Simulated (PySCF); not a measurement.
Simulated outer-valence photoelectron spectrum of `PBP` (BH5P2). Computed with EOM-IP-CCSD/aug-cc-pVDZ in PySCF, restricted Hartree–Fock reference, frozen core, non-relativistic, gas phase, PBE0-D3(BJ)/def2-SVP geometry.

Each root has a Gaussian of 0.6 eV full width with its one-hole share as area; cross sections and vibrations are left out, and the highest printed point is 100.

```csv
ionisation energy (eV),intensity
8.6,0
8.8,3
9.0,15
9.2,46
9.4,84
9.6,100
9.8,82
10.0,44
10.2,14
10.4,3
10.6,0
10.8,0
11.0,0
11.2,3
11.4,17
11.6,46
11.8,77
12.0,89
12.2,80
12.4,52
12.6,20
12.8,5
13.0,7
13.2,25
13.4,53
13.6,64
13.8,56
14.0,59
14.2,62
14.4,41
14.6,15
14.8,3
15.0,0
15.2,1
15.4,5
15.6,20
15.8,46
16.0,57
16.2,38
16.4,13
16.6,3
16.8,0
```

Where are the maxima, and how many lines lie under the curve?

5 maxima, at 9.6, 12.0, 13.6, 14.1 and 16.0 eV, from 7 lines. At this width some lines have no maximum of their own.

List the lines with their holes.

| E (eV) | leading hole (HF orbital) | area | Koopmans (eV) |
| --- | --- | --- | --- |
| 9.43 | HOMO | 0.95 | 9.80 |
| 9.76 | HOMO-1 | 0.95 | 10.09 |
| 11.81 | HOMO-2 | 0.94 | 12.74 |
| 12.22 | HOMO-3 | 0.94 | 13.01 |
| 13.54 | HOMO-4 | 0.94 | 14.37 |
| 14.18 | HOMO-5 | 0.93 | 15.13 |
| 15.97 | HOMO-6 | 0.88 | 17.61 |

The widest gap, 2.05 eV, lies between 9.76 and 11.81 eV. Only orbitals with −ε under 21 eV, eight at most, were ionised, so the high end of the curve may lack lines.

Shape of the structure used: `[PH2:1][BH:2][PH2:3]`: H–P1–B2–P3 30°, H–P1–B2–P3 133°, H–P3–B2–P1 133°, H–P3–B2–P1 30°.

One conformer stands for the species.
